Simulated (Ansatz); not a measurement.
# BH3⁺, doublet: reading a ladder of total energies

Geometry: a point of a stretch scan, not a stationary point.

```xyz
4

B     0.0000    0.0000   -0.0357
H     0.0000    0.7178   -1.0904
H     0.0000    0.0000    2.5633
H     0.0000   -0.7178   -1.0904
```

Basis aug-cc-pVDZ; Ansatz 0.2.0. Correlated methods freeze the noble-gas cores, which leaves 5 electrons in 49 orbitals. R marks a restricted (for open shells ROHF) determinant.

Full CI is exact within this basis and frozen core; it isn't the basis-set limit.

The cluster runs stand on a determinant 0.71 eV above the lowest RHF solution, chosen by trial CCSD; the correlation energy below is counted from it.

Runs differ by some tens of microhartree through their thresholds and, for an open shell, their frozen cores, so steps under 0.03 kcal/mol mean nothing.

```tsv
level	total energy (hartree)
RHF determinant under the cluster runs	-25.766458
RCCSD*	-25.910816
RCCSD(T)*	-25.916156
RCCSDT*	-25.917474
RCCSDT(Q)*	-25.917728
full CI	-25.917505
```

Task: What is the correlation energy at full CI, and what share of it do RMP2 and RCCSD recover?

Result: E(corr) = -25.917505 − (-25.766458) = -0.151047 hartree = -4.110 eV. RCCSD: -0.144358 / -0.151047 = 95.57 %.

Task: By how many kcal/mol does RCCSD(T) miss full CI (1 hartree = 627.509 kcal/mol), and which steps make up the rest?

Result: -25.916156 − (-25.917505) = 0.001349 hartree = 0.85 kcal/mol. Steps: RCCSDT − RCCSD(T) = -0.83, RCCSDT(Q) − RCCSDT = -0.16, full CI − RCCSDT(Q) = 0.14 kcal/mol. With more than one leading determinant such errors change with state and geometry, and needn't cancel in differences.

An asterisk marks runs whose energy the program itself flagged as in doubt.
